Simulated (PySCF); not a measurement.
Q: What does the GFN2-xTB structure of `C1(CC=1)N=C` look like in three dimensions?

A: 
```
atom  x, y, z in Å
C1     2.0326   -0.5210    0.5454
N2     0.9220   -0.1404    0.9974
C3    -0.2453   -0.0554    0.3772
C4    -1.3731   -0.5307   -0.0912
C5    -1.3311    0.9531    0.0741
H6     2.2154   -0.8198   -0.4875
H7     2.8696   -0.5449    1.2278
H8    -2.0136   -1.3623   -0.2405
H9    -1.8747    1.4342    0.8825
H10   -1.1930    1.5920   -0.7927
```

Orientation and origin are arbitrary. Atoms count from 1 in this order. The C–C distances run from 1.310 Å (C3=C4, drawn double) to 1.513 Å (C3–C5, drawn single), a spread of 0.203 Å. The 3-membered ring C3–C4–C5 has internal angles of 51.7° to 64.9°. N2 (imine nitrogen) is bent (angle 129.0°). The 2 C–N bonds span 1.258 Å (C1=N2, drawn double) to 1.325 Å (N2–C3, drawn single), a spread of 0.067 Å.

Bonds between heavy atoms (Å): C1=N2 1.258, N2–C3 1.325, C3=C4 1.310, C4–C5 1.494, C3–C5 1.513.

Structure optimised with GFN2-xTB, isolated species.

Point group: C1 (no symmetry element, even within 0.4 Å). Not checked by GFN2-xTB frequencies. One conformer, not necessarily the lowest (C1–N2–C3–C4 82°).

All values are computed, not measured.
